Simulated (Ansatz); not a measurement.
Geometry optimisation, Ansatz 0.2.0, RKS r2SCAN-D4/6-31G*.

Input:

```yaml
crystal:
  periodic: [false, false, false]
  atoms:
    - { symbol: B, position_ang: [0.19089, -0.299718, 0.096686] }
    - { symbol: H, position_ang: [0.105406, -0.321776, 1.286559] }
    - { symbol: O, position_ang: [1.440885, -0.319221, -0.488309] }
    - { symbol: H, position_ang: [2.124525, -0.356072, 0.192191] }
    - { symbol: O, position_ang: [-0.885738, -0.255352, -0.734459] }
    - { symbol: H, position_ang: [-1.710469, -0.246461, -0.23237] }
basis:
  gaussian: { orbitals: "6-31G*" }
hamiltonian:
  xc: r2scan
  dispersion: d4
relax:
  f_tol: 0.03
  max_steps: 50
```

Command:

```bash
$ ansatz run input.yaml --threads 1 --pin off --max-ram 2048MiB --backend cpu --events-out ev --progress --plain --runs-dir out
```

Question: Where does it end, and by what steps?

Answer: The forces met the threshold. After 3 steps the energy has fallen by 0.013 eV; H2 moved furthest, 0.03 Å.

```csv
step,energy less start (eV),largest force component (eV/Å),accepted
0,0.0000,0.805,yes
1,-0.0104,0.404,yes
2,-0.0128,0.045,yes
3,-0.0130,0.012,yes
```

```xyz
6
Properties=species:S:1:pos:R:3
B 0.202 -0.301 0.100
H 0.075 -0.322 1.302
O 1.431 -0.321 -0.490
H 2.132 -0.353 0.173
O -0.875 -0.256 -0.733
H -1.700 -0.245 -0.231
```

Time of the run: 7.8 s on 1 thread of Intel(R) Xeon(R) Platinum 8259CL CPU @ 2.50GHz (Skylake/Cascade Lake), with other jobs on the host, peak memory 0.13 GiB.
